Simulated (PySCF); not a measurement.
**SiH (SMILES [SiH]) at FCI/ccECP-cc-pVDZ (core potential)**

Aim: the vertical ionisation energy of SiH at FCI/ccECP-cc-pVDZ (core potential), from 2 runs. Input form: a Python script.

The calculation is run with PySCF 2.14.0.

8 further runs of the same task are left out: 8 set aside as unsound or not needed.

## 1. Starting point

The species is SiH (2 atoms), meant as a doublet with charge 0. As SMILES, `[SiH]`. The shape is that of a PBE0-D4/def2-TZVP optimisation.

Bond lengths: Si1–H2 1.532 Å.

## 2. A single-point energy at FCI/ccECP-cc-pVDZ (core potential)

File input.xyz:

```xyz
2
HSi
Si     0.000000     0.000000    -0.007580
H      0.000000     0.000000     1.524140
```

File calc.py:

```python
# HSi
from pyscf import gto, scf, mcscf

molecule = gto.M(
    atom='input.xyz',
    charge=0,
    verbose=4,
    max_memory=1860,
    spin=1,
    basis='ccecp-cc-pvdz',
    ecp={'Si': 'ccecp', 'H': 'ccecp'},
)

mf = scf.ROHF(molecule)
mf.conv_tol = 1e-10
mf.kernel()
if not mf.converged:
    mf = mf.newton().run(mf.mo_coeff, mf.mo_occ)

cas = mcscf.CASCI(mf, mf.mo_coeff.shape[-1] - 0, (molecule.nelec[0] - 0, molecule.nelec[1] - 0))  # full CI above the frozen core
cas.fix_spin_(ss=0.75)
cas.kernel()
e_final = cas.e_tot
print('E(%s) = %.9f' % ('FCI', e_final))
```

The run is started by

```sh
$ OMP_NUM_THREADS=1 python calc.py
```

The log of the run:

```text
PySCF version 2.14.0

[INPUT] num. atoms = 2
[INPUT] num. electrons = 5
[INPUT] charge = 0
[INPUT] spin (= nelec alpha-beta = 2S) = 1
[INPUT] symmetry False subgroup None
[INPUT] Mole.unit = angstrom
[INPUT] Symbol           X                Y                Z      unit          X                Y                Z       unit  Magmom
[INPUT]  1 Si     0.000000000000   0.000000000000  -0.007580000000 AA    0.000000000000   0.000000000000  -0.014324124024 Bohr   0.0
[INPUT]  2 H      0.000000000000   0.000000000000   1.524140000000 AA    0.000000000000   0.000000000000   2.880207175495 Bohr   0.0

nuclear repulsion = 1.38191630564333
number of shells = 8
number of NR pGTOs = 61
number of NR cGTOs = 18
basis = ccecp-cc-pvdz
ecp = {'Si': 'ccecp', 'H': 'ccecp'}

******** <class 'pyscf.scf.rohf.ROHF'> ********
method = ROHF
initial guess = minao
damping factor = 0
level_shift factor = 0
DIIS = <class 'pyscf.scf.diis.CDIIS'>
diis_start_cycle = 1
diis_space = 8
diis_damp = 0
SCF conv_tol = 1e-10
SCF conv_tol_grad = None
SCF max_cycles = 50
direct_scf = True
direct_scf_tol = 1e-13
num. doubly occ = 2  num. singly occ = 1
Set gradient conv threshold to 1e-05
init E= -3.93875484649342

WARN: HOMO -0.0795389538603369 >= LUMO -0.0795389538603371

cycle= 1 E= -4.23904882301254  delta_E= -0.3  |g|= 0.101  |ddm|= 1.52
  HOMO = -0.127772738621236  LUMO = -0.00657888445462851  gap/eV = 3.29785
cycle= 2 E= -4.2463018376552  delta_E= -0.00725  |g|= 0.0225  |ddm|= 0.41
  HOMO = -0.109464073822984  LUMO = 0.00887512802584034  gap/eV = 3.22017
cycle= 3 E= -4.24661674554602  delta_E= -0.000315  |g|= 0.00456  |ddm|= 0.0549
  HOMO = -0.110213799524429  LUMO = 0.00812915792616475  gap/eV = 3.22028
cycle= 4 E= -4.24663321154051  delta_E= -1.65e-05  |g|= 0.00038  |ddm|= 0.0147
  HOMO = -0.110353544581207  LUMO = 0.00801436796096899  gap/eV = 3.22095
cycle= 5 E= -4.24663333546711  delta_E= -1.24e-07  |g|= 4.46e-05  |ddm|= 0.00142
  HOMO = -0.110355674544439  LUMO = 0.00801414350907825  gap/eV = 3.22101
cycle= 6 E= -4.2466333382775  delta_E= -2.81e-09  |g|= 5.69e-06  |ddm|= 0.000208
  HOMO = -0.110355650843725  LUMO = 0.00801427876817784  gap/eV = 3.22101
cycle= 7 E= -4.24663333832096  delta_E= -4.35e-11  |g|= 8.06e-07  |ddm|= 2.08e-05
  HOMO = -0.110355677266196  LUMO = 0.00801425497680197  gap/eV = 3.22101
Extra cycle  E= -4.24663333832166  delta_E= -7e-13  |g|= 2.84e-07  |ddm|= 2.25e-06
converged SCF energy = -4.24663333832166

******** <class 'pyscf.mcscf.casci.CASCI'> ********
CAS (3e+2e, 18o), ncore = 0, nvir = 0
natorb = False
canonicalization = True
sorting_mo_energy = False
******** <class 'pyscf.fci.addons.SpinPenaltyFCISolver'> ********
max. cycles = 200
conv_tol = 1e-08
davidson only = True
linear dependence = 1e-12
level shift = 0.001
max iter space = 12
nroots = 1
pspace_size = 400
spin = None
Density matrix diagonal elements [1.94433508e+00 1.91162264e+00 9.87053322e-01 4.79494482e-02
 2.66436070e-02 7.85320954e-03 4.68675729e-03 7.28222115e-03
 1.19603462e-02 1.18683144e-02 8.87915867e-03 9.08296382e-03
 9.34345495e-03 7.18257486e-03 1.56599007e-03 1.56626292e-03
 9.76003168e-04 1.48648967e-04]
CASCI converged
CASCI E = -4.34144932577642  E(CI) = -5.72336563141975  S^2 = 0.7500000
E(FCI) = -4.341449326
```

It took 9.3 s on 1 thread of Arm Neoverse V1, shared host; peak memory 0.14 GiB.

## 3. The singlet cation

File run.py:

```python
from pyscf import gto, scf, mcscf
from pyscf import fci

mol = gto.Mole()
mol.atom = [
    ('Si', (0.000000, 0.000000, -0.007580)),
    ('H', (-0.000000, -0.000000, 1.524140)),
]
mol.ecp = {'Si': 'ccecp', 'H': 'ccecp'}
mol.max_memory = 1860
mol.charge = 1
mol.verbose = 3
mol.basis = 'ccecp-cc-pvdz'
mol.build()

mf = scf.RHF(mol)
mf.conv_tol = 1e-10
mf.kernel()
if not mf.converged:
    mf = mf.newton().run(mf.mo_coeff, mf.mo_occ)

cas = mcscf.CASCI(mf, mf.mo_coeff.shape[-1] - 0, (mol.nelec[0] - 0, mol.nelec[1] - 0))  # full CI above the frozen core
cas.fcisolver = fci.direct_spin0.FCI(mol)  # even spin states alone
cas.kernel()
print('<S^2> = %.4f' % cas.fcisolver.spin_square(cas.ci, cas.ncas, cas.nelecas)[0])
etot = cas.e_tot
print(f'total energy: {etot:.8f} hartree')
```

The run is started by

```sh
$ OMP_NUM_THREADS=1 python run.py
```

The log of the run:

```text
converged SCF energy = -3.97111639271743
CASCI E = -4.05467309799388  E(CI) = -5.43658940363721  S^2 = 0.0000000
<S^2> = 0.0000
total energy: -4.05467310 hartree
```

Run time: 1.8 s. Hardware: 1 thread of Arm Neoverse V1, shared host; peak memory 0.12 GiB.

## 4. Summary of results

Level: FCI/ccECP-cc-pVDZ (core potential).

```
                                             quantity        value
                            doublet SiH: total energy  -4.34145 Eh
    doublet SiH: dipole moment (Hartree–Fock density)       0.33 D
                      doublet SiH: correlation energy    -94.8 mEh
                         singlet cation: total energy  -4.05467 Eh
  singlet cation: HOMO energy (Hartree–Fock orbitals)    -18.12 eV
  singlet cation: LUMO energy (Hartree–Fock orbitals)     -7.20 eV
singlet cation: HOMO–LUMO gap (Hartree–Fock orbitals)     10.92 eV
                   singlet cation: correlation energy    -83.6 mEh
   vertical ionisation energy (to the singlet cation)     7.804 eV
```

**Reading.** Removing an electron at fixed nuclei costs 7.80 eV (753 kJ/mol). Only the singlet of the ionised species was computed; a triplet could lie lower.
